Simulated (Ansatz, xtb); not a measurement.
Relative energy of two isomers of C4H6S

Structure I: `CC#CCS`, a singlet. Structure II: `CCC#CS`, a singlet. Both are isolated molecules in the gas phase, relaxed with PBE-D3(BJ)/def2-SVP; the shapes shown needn't be the lowest conformers.

I (Å):

```csv
atom,x (Å),y (Å),z (Å)
C,-3.1771,-0.1798,-0.5089
C,-2.0280,-0.8219,0.1141
C,-1.0689,-1.3706,0.6429
C,0.0895,-2.0127,1.2403
S,0.8258,-3.3756,0.2199
H,-3.4651,-0.6945,-1.4499
H,-4.0628,-0.1941,0.1606
H,-2.9662,0.8808,-0.7610
H,0.8814,-1.2726,1.4806
H,-0.1779,-2.5126,2.1955
H,1.1028,-2.5921,-0.8594
```

II (Å):

```xyz
11

C    -1.4316    0.3715    0.6943
C    -1.9104   -1.0652    0.9654
C    -1.2107   -2.0897    0.1957
C    -0.6161   -2.9296   -0.4775
S     0.3103   -4.1031   -1.2750
H    -1.5669    0.6395   -0.3722
H    -0.3560    0.4825    0.9353
H    -2.0015    1.0966    1.3092
H    -1.8059   -1.3002    2.0486
H    -3.0011   -1.1459    0.7573
H    -0.4634   -4.2130   -2.3983
```

Task: Which of the two would you expect CCSD(T)/def2-SVP + ΔMP2/def2-TZVPP electronic energies to favour?

Result: CCSD(T)/def2-SVP + ΔMP2/def2-TZVPP gives E(II) − E(I) = +0.73 kJ/mol, slightly favouring structure I, which is too small a margin to settle the true order.

The same difference at several levels:

```
                             level             geometry  E(II) − E(I) (kJ/mol)  departure from the last row (kJ/mol)  job, with rough time for the two
               PBE-D3(BJ)/def2-SVP  PBE-D3(BJ)/def2-SVP                   +2.02                                 +1.28             optimisation, 2.1 min
                       HF/def2-SVP  PBE-D3(BJ)/def2-SVP                   +6.13                                 +5.40           part of the CCSD(T) run
                      MP2/def2-SVP  PBE-D3(BJ)/def2-SVP                   −0.25                                 −0.99           part of the CCSD(T) run
                  CCSD(T)/def2-SVP  PBE-D3(BJ)/def2-SVP                   −0.29                                 −1.02                      single point
CCSD(T)/def2-SVP + ΔMP2/def2-TZVPP  PBE-D3(BJ)/def2-SVP                   +0.73                                                      single point, 51 s
```

As drawn, both hold the same kinds of bond in the same numbers.

The largest departure from CCSD(T)/def2-SVP + ΔMP2/def2-TZVPP is that of HF/def2-SVP, 5.40 kJ/mol. Levels run at GFN2-xTB geometries aren't shown. The last row adds to CCSD(T) the change of the MP2 difference between the two basis sets, here +1.02 kJ/mol.

With harmonic frequencies from PBE-D3(BJ)/def2-SVP (ideal gas, rigid rotor, one conformer each, 298.15 K, 1 atm): on the last row, ΔE + ΔZPE = +2.21 kJ/mol. A mode under 50 cm⁻¹ makes harmonic enthalpies and free energies unreliable, so none is given.

The correlated steps freeze 9 core orbitals. Run with Ansatz 0.2.0; the last row on 2 threads of Intel(R) Xeon(R) Platinum 8375C CPU @ 2.90GHz (Ice Lake) on a shared host.
